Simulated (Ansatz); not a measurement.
Species: C2H2N, net charge -1, singlet state. It need not be the lowest isomer of its formula. Whether it binds its extra electron was not tested at this geometry. 
Structure (B3LYP-D3(BJ)/def2-TZVP (Ansatz, an electronic-structure program) minimum search):
SMILES: [CH2-]C#N
```xyz
5

C     -0.0183    -0.0410    -1.2004
C      0.0031     0.0173     0.1821
N      0.0226     0.1186     1.3558
H      0.8854    -0.3683    -1.7039
H     -0.9522    -0.3200    -1.6775
```
Charge -1, spin multiplicity 1.

Question: Give the harmonic wavenumbers at B3LYP-D3(BJ)/def2-TZVP (Ansatz, finite differences of forces, unscaled).

Answer: 333, 441, 581, 1051, 1071, 1430, 2157, 3099, 3159 cm⁻¹. Zero-point energy 19.0 kcal/mol.

Question: From these and the geometry, give the ideal-gas thermochemistry at 298.15 K and 1 atm (rigid rotor, harmonic oscillator).

Answer: Point group Cs, rotational symmetry number 1. Rotational constants 277, 10.23, 9.914 GHz. S(trans) 36.99, S(rot) 19.98, S(vib) 2.71, S(elec, spin only) 0.00, S 59.7 cal/(mol K). H(298) - H(0) 2.93 kcal/mol; G - E(el) 4.2 kcal/mol.
